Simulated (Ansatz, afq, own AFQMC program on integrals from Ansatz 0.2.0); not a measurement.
## Where AFQMC and coupled cluster stand for AlSiH3⁺, doublet

```csv
atom,x (Å),y (Å),z (Å)
Si,-1.1719,0.0063,0.0220
Al,1.4166,-0.0076,-0.0266
H,-1.7486,1.3889,0.0076
H,-1.7365,-0.6584,1.2401
H,-1.7815,-0.7021,-1.1488
```

Connectivity, by distances: SiH3–Al.

Basis cc-pVDZ. Only valence electrons are correlated. Integrals, coupled cluster, full CI and functionals: Ansatz 0.2.0; the random walks run on the same integrals in our own AFQMC program. The CISD trial takes its coefficients from CCSD amplitudes. Released means that phaseless walkers are propagated on without the constraint, phases kept. Uncertainties: one standard error, sampling alone.

Determinant: ROHF, the one that the program's search chose, which needn't be the lowest solution. The geometry is a PBE0/def2-TZVP stationary point of this or a neighbouring charge and spin state.

No full CI on the walks' own integrals is used here; CCSDT(Q) serves as the reference and is uncertain by about the last step of the cluster series.

Cautions: the released energies have errors that jump between times, so the bars are unsure, so no released level is given (meV from the phaseless value at times in 1/Eh: -1.3 ± 1.8 at 0.24, -6.2 ± 2.1 at 0.51, -10.6 ± 2.1 at 0.99, -12 ± 6 at 1.62, -14.4 ± 1.8 at 2.40), though the last usable value meets CCSDT(Q) within the noise.

The T1 diagnostic is 0.0341 and the weight of the determinant in the CISD state is 0.868. The size of the correlated space is 9 electrons in 41 orbitals.

Reference: CCSDT(Q), correlation energy -4.731 eV.

| level | E − E(reference) (mEh) | share of correlation (%) |
| --- | --- | --- |
| HF | 173.86 | 0.00 |
| MP2 | 43.40 | 75.04 |
| CCSD | 5.51 | 96.83 |
| CCSD(T) | 1.21 | 99.30 |
| CCSDT | 0.17 | 99.90 |
| ph-AFQMC/CISD | 0.44 ± 0.08 | 99.75 |

A walk keeps the symmetry of its determinant, which the program's search chose and which needn't be the lowest solution, so a lower state of the same spin and another symmetry isn't excluded.
